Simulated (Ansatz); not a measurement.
## AsF⁻, quartet: the ladder up to UCCSDT(Q)

Geometry: that of the AsF⁻, doublet, kept fixed. The doublet lies 1.0 eV lower here.

```json
{"atom": "F", "x (Å)": "0.0000", "y (Å)": "0.0000", "z (Å)": "0.0000"}
{"atom": "As", "x (Å)": "0.0000", "y (Å)": "0.0000", "z (Å)": "1.8470"}
```

Basis aug-cc-pVDZ; Ansatz 0.2.0. Correlated methods freeze the noble-gas cores and the filled d shells of p-block atoms, which leaves 13 electrons in 44 orbitals. Prefix R: restricted or restricted open-shell reference; prefix U: unrestricted. Active spaces: valence = (13e, 8o) chosen from the atoms' valence shells. No spin–orbit coupling is included, and no scalar relativity. This anion state lies near or above the neutral species, so the extra electron is weakly bound or unbound and the energies hang on the diffuse functions.

Full CI isn't at hand for all of this; UCCSDT(Q) serves as the reference, and is uncertain by about the last step of the cluster series. The frozen core follows each run's orbitals, which can shift R against U totals by a few meV for light atoms and by up to 0.1 eV past Ca.

```
UHF ⟨S²⟩                          : 3.759
T1 diagnostic (RCCSD)             : 0.0237
largest doubles amplitude (RCCSD) : 0.035
T1 diagnostic (UCCSD)             : 0.0252
```

Question: From what is known of these methods and the diagnostics, rank them by the size of their error in total energy against UCCSDT(Q) in aug-cc-pVDZ, smallest first (an estimate: the text doesn't fix the numbers).
A. UCCSDT
B. UMP2
C. UCCSD(T)
D. UCCSD
E. UHF

Answer: A (1.8 kJ/mol), C (3.7 kJ/mol), D (28.6 kJ/mol), B (60.0 kJ/mol), E (849.2 kJ/mol).

All errors are against UCCSDT(Q) in aug-cc-pVDZ. Within each family the higher level lies nearer, as is usual though not guaranteed.

Natural occupations of CASSCF (valence space) about the gap: 1.999 1.999 1.001 1.001 1.001; effectively unpaired electrons, Σ n²(2−n)², 3.00.
